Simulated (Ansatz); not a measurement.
What does this script print? It uses Ansatz 0.2.0, Python API.

`ch3fs_dimer.py`:
```python
"""Binding of a CH3FS dimer at a trial geometry."""

import ansatz as az

FIRST = [
    ("F", (0.6948, 0.1766, -1.2028)),
    ("C", (-0.0707, -0.4154, -0.2499)),
    ("S", (-0.8165, 0.8114, 0.8453)),
    ("H", (0.6847, -1.0607, 0.2957)),
    ("H", (-0.8481, -1.0137, -0.7436)),
    ("H", (0.3558, 1.502, 1.0554)),
]
SECOND = [
    ("F", (-1.8302, 4.2842, -1.507)),
    ("C", (-0.9737, 4.0229, -0.4859)),
    ("S", (0.26, 2.7945, -0.9652)),
    ("H", (-1.6713, 3.6266, 0.3148)),
    ("H", (-0.4869, 4.9603, -0.1854)),
    ("H", (-0.6561, 1.9194, -1.5039)),
]

def energy(atoms, ghosts=()):
    molecule = az.Crystal.molecule()
    for symbol, xyz in atoms:
        molecule = molecule.atom(symbol, xyz)
    calc = (
        molecule.calculation()
        .basis(gaussian="cc-pVDZ")
        .functional("b3lyp")  # level of theory
    )
    deck = calc.input()
    if ghosts:
        deck = deck.set(az.key.basis.gaussian.ghost_atoms, [{"symbol": s, "position_ang": list(xyz)} for s, xyz in ghosts])
    return az.Session.from_dict(deck).plan().execute().report["free_energy_ev"]


def main() -> None:
    # monomers in their own basis and in the basis of the dimer
    both = energy(FIRST + SECOND)
    alone = energy(FIRST) + energy(SECOND)
    ghosted = energy(FIRST, SECOND) + energy(SECOND, FIRST)
    print(f"dimer {both:.6f} eV")
    print(f"interaction, uncorrected   {23.060548 * (both - alone):8.3f} kcal/mol")
    print(f"interaction, counterpoise  {23.060548 * (both - ghosted):8.3f} kcal/mol")
    print(f"basis-set superposition    {23.060548 * (alone - ghosted):8.3f} kcal/mol")


if __name__ == "__main__":
    main()
```

Running `python ch3fs_dimer.py` prints:
```text
dimer -29275.789892 eV
interaction, uncorrected     18.373 kcal/mol
interaction, counterpoise    22.434 kcal/mol
basis-set superposition       4.061 kcal/mol
```

Uncorrected it is 18.373 kcal/mol, with the counterpoise correction 22.434 kcal/mol; the difference, 4.06 kcal/mol, is the superposition error. In this basis both values are repulsive.

What to keep in mind:
- Total energies depend on the basis set; only differences at equal settings carry meaning.
- The dimer is a generated trial pose of unrelaxed monomers, not a minimum, so the figure is no binding energy, and the basis set is small.
- b3lyp holds the VWN-RPA fit, as in Gaussian; the form of ORCA and Turbomole is b3lyp5.
- This level lacks the dispersion part of the attraction (electrostatics and induction are there), which can decide the sign where the interaction is weak.
- The whole script took 8.9 s on 1 thread of AMD EPYC 9R45 96-Core Processor (Zen 5) (shared host), peak memory 0.34 GiB.

(Lines on the test bed's own set-up are left out of the output.)
